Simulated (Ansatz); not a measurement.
Process, species as SMILES: Cl[CH]Cl → Cl[CH-]Cl (an electron is taken up)
B3LYP-D3(BJ)/def2-TZVP geometries, fixed; electronic energies without zero-point terms; positive where energy is released.

Basis-set convergence of the adiabatic electron affinity at r2SCAN with Ansatz (a first-principles code). Cartesian d functions, on some or all atoms, in 6-31G**, 6-311+G**; all else is spherical. The program fits the integrals of some runs and decomposes those of others, by size. Open shells are unrestricted. No added dispersion term, no relativity. Functions are those of the species that has most. Reference: the value in aug-pcseg-3, 1.141 eV, itself unsure by roughly 0.004 eV (its mean distance from aug-cc-pV(Q+d)Z, def2-QZVPPD). Deviations are taken from unrounded values.

| basis | functions | adiabatic electron affinity (eV) | minus reference (eV) |
|---|---|---|---|
| 6-31G | 37 | 1.479 | 0.337 |
| 6-31G** | 58 | 0.900 | -0.241 |
| def2-SVPD | 82 | 1.230 | 0.089 |
| aug-pcseg-1 | 86 | 1.389 | 0.248 |
| 6-311+G** | 90 | 1.286 | 0.144 |
| aug-cc-pV(D+d)Z | 96 | 1.279 | 0.138 |
| def2-TZVPP | 129 | 1.031 | -0.110 |
| jun-cc-pV(T+d)Z | 149 | 1.173 | 0.032 |
| def2-TZVPPD | 156 | 1.151 | 0.010 |
| aug-cc-pV(T+d)Z | 179 | 1.174 | 0.032 |
| aug-cc-pV(Q+d)Z | 304 | 1.147 | 0.006 |
| aug-pcseg-3 | 312 | 1.141 | 0.000 |
| pcseg-4 | 372 | 1.134 | -0.007 |
